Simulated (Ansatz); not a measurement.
**How far each method lies from RCCSDT(Q) for Ga2HCl (H-bridged), singlet**

Geometry: displaced at random from a stationary point.

```xyz
4

Cl   -0.0188    0.3912    2.7090
Ga   -0.0182   -0.4107    0.6530
Ga    0.0286    0.1939   -2.0224
H    -0.0612    1.2320   -0.5609
```

Basis cc-pVDZ; Ansatz 0.2.0. Correlated methods freeze the noble-gas cores and the filled d shells of p-block atoms, which leaves 14 electrons in 44 orbitals. R marks a restricted (for open shells ROHF) determinant. Active spaces: frontier = (8e, 8o) about the gap. No spin–orbit coupling is included, and no scalar relativity.

Full CI isn't at hand for all of this; RCCSDT(Q) serves as the reference, and is uncertain by about the last step of the cluster series.

```
UHF ⟨S²⟩                          : 0.000
T1 diagnostic (RCCSD)             : 0.0148
largest doubles amplitude (RCCSD) : 0.075
```

| level | E − E(RCCSDT(Q)) (kJ/mol) | share of correlation (%) | wall time |
| --- | --- | --- | --- |
| RHF | 755.3 | 0.00 | – |
| RMP2 | 126.3 | 83.28 | – |
| RCCSD | 25.2 | 96.66 | – |
| RCCSD(T) | 4.9 | 99.35 | 9 s |
| BCCD(T) | 4.8 | 99.37 | 12 s |
| RCCSDT | 1.8 | 99.76 | – |
| CASSCF (frontier space) | 610.4 | 19.18 | – |
| NEVPT2 (frontier space) | 107.9 | 85.71 | 2.1 min |
| MRCISD (frontier space) | 65.7 | 91.30 | – |
| MRCISD+Q (frontier space) | 9.0 | 98.81 | 2.4 min |

The correlation energy at RCCSDT(Q), counted from RHF, is -7.828 eV. That run took 96 s on 1 thread of Intel Xeon, shared host.

Times hold each run's SCF and search for its determinant on a shared host, so for small cases they say little of a method's own cost; they ran on 1 thread of Intel Xeon.
